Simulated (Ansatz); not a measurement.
Mulliken charges of CH$_{2}$AlN, SMILES `N#[C][AlH2]` from B3LYP/def2-TZVPP in Ansatz (PBE0-D4/def2-TZVP geometry).

```json
{"atom": "N1", "x (Å)": "1.382", "y (Å)": "-1.346", "z (Å)": "1.394", "charge (e)": "-0.008"}
{"atom": "C2", "x (Å)": "0.714", "y (Å)": "-0.698", "z (Å)": "0.712", "charge (e)": "-0.315"}
{"atom": "Al3", "x (Å)": "-0.407", "y (Å)": "0.390", "z (Å)": "-0.435", "charge (e)": "0.568"}
{"atom": "H4", "x (Å)": "-1.630", "y (Å)": "-0.323", "z (Å)": "-1.120", "charge (e)": "-0.123"}
{"atom": "H5", "x (Å)": "-0.010", "y (Å)": "1.903", "z (Å)": "-0.593", "charge (e)": "-0.123"}
```

**Question.** By hand: the dipole of these point charges (1 e Å = 4.8032 D).

**Answer.** Σ q r = (-0.265, 0.258, -0.272) e Å, of length 0.459 e Å = 2.20 D.

**Question.** How does the dipole of the full density compare? (Estimate.)

**Answer.** Computed: (-0.409, 0.397, -0.418) e Å, 3.40 D; the point charges give 0.65 times that, at 0° from its direction.

Point charges leave out the atoms' own dipoles, such as those of lone pairs, and Mulliken's split depends on the basis, so the two needn't agree.

B3LYP here is the variant with VWN-RPA as its local correlation; programs differ in this.
